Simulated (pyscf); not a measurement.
Hydrogen abstraction: F–SiH₃ (SMILES F[SiH3]) + SiH₃• (SMILES [SiH3]) -> F–SiH₂• (SMILES F[SiH2]) + SiH₄ (SMILES [SiH4])

Gas phase, doublet surface, charge 0. Bonds broken: Si1–H6. Bonds formed: Si2–H6. PySCF, gas phase, ωB97X-D3(BJ)/def2-SVP geometries.

Transition state (Å):

```xyz
9

Si     1.4546    -0.2741     0.9845
Si    -0.6772     1.4569    -0.9331
H     -0.3301     2.8035    -0.3949
H      1.2615    -1.7267     1.2689
H      2.8801     0.1283     1.1689
H      0.6214     0.3705    -0.4045
H     -1.9236     0.9466    -0.2930
H     -0.8350     1.5107    -2.4175
F      0.5519     0.5721     2.0584
```

One imaginary mode, 1380i cm⁻¹; descent along it reached the two sides named.

```csv
bond,change,reactant side (Å),saddle,product side
Si1–H6,breaks,1.486,1.743,3.0
Si2–H6,forms,3.6,1.774,1.493
```

Electronic energies relative to the separated reactants (eV):

| level | barrier | reaction energy | reverse barrier |
|---|---|---|---|
| ωB97X-D3(BJ)/def2-TZVP | 0.41 | +0.08 | 0.33 |
| PBE/def2-TZVP | 0.23 | +0.05 | 0.18 |
| r²SCAN/def2-TZVP | 0.33 | +0.09 | 0.24 |
| B3LYP-D3(BJ)/def2-TZVP | 0.35 | +0.07 | 0.28 |
| PBE0-D3(BJ)/def2-TZVP | 0.31 | +0.08 | 0.23 |
| M06-2X/def2-TZVP | 0.52 | +0.11 | 0.40 |
| ωB97M-D3(BJ)/def2-TZVP | 0.48 | +0.09 | 0.39 |
| HF/def2-TZVP | 1.10 | +0.13 | 0.97 |

With ωB97M-D3(BJ)/def2-TZVP energies and thermal terms (ideal gas, 1 atm, RRHO with modes under 100 cm⁻¹ raised to 100, one conformer, R ln 2 for chiral ones without a mode under 150 cm⁻¹), in eV:

```
T (K)   ΔH‡   ΔG‡     ΔH     ΔG
-----  ----  ----  -----  -----
298    0.40  0.75  +0.09  +0.09
600    0.45  1.08  +0.09  +0.10
900    0.49  1.39  +0.09  +0.10
1200   0.53  1.68  +0.09  +0.11
```

One saddle was located; it need not be the lowest between these sides. The angle at the transferred H is 144°.
